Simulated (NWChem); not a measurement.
System: pyrazine (C4H4N2); SMILES c1cnccn1

```xyz
10

C      1.1298    -0.6984     0.0000
C      1.1298     0.6984     0.0000
N      0.0000     1.3992     0.0000
C     -1.1298     0.6984     0.0000
C     -1.1298    -0.6984     0.0000
N      0.0000    -1.3992     0.0000
H      2.0719    -1.2584     0.0000
H      2.0719     1.2584     0.0000
H     -2.0719     1.2584     0.0000
H     -2.0719    -1.2584     0.0000
```
Atoms are numbered in this order, from 1.

Results from NWChem. Pople sets run with spherical d functions. Coordinates come from a PBE0/def2-SVP optimisation.

Task: Taking B3LYP/def2-TZVP as the yardstick, which of these has the fewest basis functions while keeping “highest occupied level (eV)” within 0.05 eV of it: B3LYP/6-31+G*; B3LYP/6-311++G**; B3LYP/def2-SVP; B3LYP/3-21G; B3LYP/def2-SVPD; B3LYP/STO-3G; B3LYP/6-31G*?

Result: B3LYP/6-31+G* (a larger set in the list lies outside the tolerance).
```json
[
 {"level": "B3LYP/STO-3G", "basis functions": "34", "highest occupied level (eV)": "-4.49"},
 {"level": "B3LYP/3-21G", "basis functions": "62", "highest occupied level (eV)": "-6.46"},
 {"level": "B3LYP/6-31G*", "basis functions": "92", "highest occupied level (eV)": "-6.76"},
 {"level": "B3LYP/def2-SVP", "basis functions": "104", "highest occupied level (eV)": "-6.88"},
 {"level": "B3LYP/6-31+G*", "basis functions": "116", "highest occupied level (eV)": "-7.10"},
 {"level": "B3LYP/def2-SVPD", "basis functions": "152", "highest occupied level (eV)": "-7.10"},
 {"level": "B3LYP/6-311++G**", "basis functions": "160", "highest occupied level (eV)": "-7.13"},
 {"level": "B3LYP/def2-TZVP", "basis functions": "210", "highest occupied level (eV)": "-7.07"}
]
```

The yardstick is one finite set, not the basis-set limit.
